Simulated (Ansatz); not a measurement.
```yaml
crystal:
  periodic: [false, false, false]
  atoms:
    - {symbol: Si, position_ang: [-1.074891, -0.051987, -0.002005]}
    - {symbol: P, position_ang: [1.036911, 0.009114, 0.001841]}
    - {symbol: H, position_ang: [-1.913002, 1.168507, -0.000702]}
basis:
  gaussian: {orbitals: def2-TZVP}
magnetization: {spin_polarized: true, initial_magnetization: 2}
hamiltonian: {xc: pbe0}
relax: {f_tol: 0.004, max_steps: 80}
```

```sh
$ ansatz run in.yaml --threads 1 --pin off --events-out ev --progress --plain --max-ram 2176MiB
```

Steps of the relaxation (energy above the last step; positions in Å, forces in eV/Å):

```
3
step 1, 24.5 meV
Si   -1.075   -0.052   -0.002    0.581   -0.605    0.000
P     1.037    0.009    0.002   -0.425    0.099   -0.001
H    -1.913    1.169   -0.001   -0.155    0.506    0.001
```

```
3
step 2, 0.9 meV
Si   -1.086   -0.099   -0.002    0.138   -0.135    0.000
P     1.003    0.040    0.002   -0.072    0.004    0.000
H    -1.868    1.184   -0.001   -0.065    0.131    0.000
```

```
3
step 3, 0.0 meV
Si   -1.084   -0.105   -0.002    0.000   -0.006    0.000
P     1.000    0.042    0.002    0.003    0.000    0.000
H    -1.866    1.189   -0.001   -0.003    0.005    0.000
```

```
3
step 4, 0.0 meV
Si   -1.084   -0.105   -0.002    0.000    0.000    0.000
P     1.000    0.042    0.002    0.000    0.000    0.000
H    -1.866    1.189   -0.001    0.000    0.000    0.000
```

Close pairs at the end: Si1–H3 1.512 Å, Si1–P2 2.089 Å.

A stationary point of unrestricted PBE0 after 4 steps, with ⟨S²⟩ = 2.008 against 2.00 for a pure state; no frequencies were run, so it isn't proven a minimum. 40 s on 1 thread of Arm Neoverse N1, shared host.
